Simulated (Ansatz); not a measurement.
hydrogen sulfide (SMILES S) moved off its minimum; all values from Ansatz (a quantum-chemistry and plane-wave program), cores frozen in correlated methods.
(charge 0, multiplicity 1)
```xyz
3

S      0.0077     0.2632    -0.0855
H     -0.9590    -0.8654    -0.0642
H      1.0726    -0.8537    -0.1065
```

| level | largest force (eV/Å) | on atom | rms difference from CCSD(T)/aug-cc-pV(T+d)Z (eV/Å) | dipole (D) |
|---|---|---|---|---|
| HF/def2-TZVPP | 5.74 | S1 | 0.448 | 1.12 |
| PBE/def2-TZVPP | 4.28 | S1 | 0.181 | 1.06 |
| r2SCAN/def2-TZVPP | 4.69 | S1 | 0.009 | 1.12 |
| B3LYP/def2-TZVPP | 4.66 | S1 | 0.029 | 1.04 |
| wB97M-V/def2-TZVPP | 4.88 | S1 | 0.088 | 1.04 |
| MP2/aug-cc-pV(T+d)Z | 5.00 | S1 | 0.153 | 1.01 |
| CCSD(T)/aug-cc-pV(T+d)Z | 4.68 | S1 | 0.000 | 0.94 |

The differences count from one level among others, with limits of its own. Forces at CCSD(T)/aug-cc-pV(T+d)Z (eV/Å):

| atom | Fx | Fy | Fz |
|---|---|---|---|
| S1 | 0.501 | -4.651 | -0.006 |
| H2 | 1.478 | 2.171 | -0.033 |
| H3 | -1.979 | 2.480 | 0.039 |
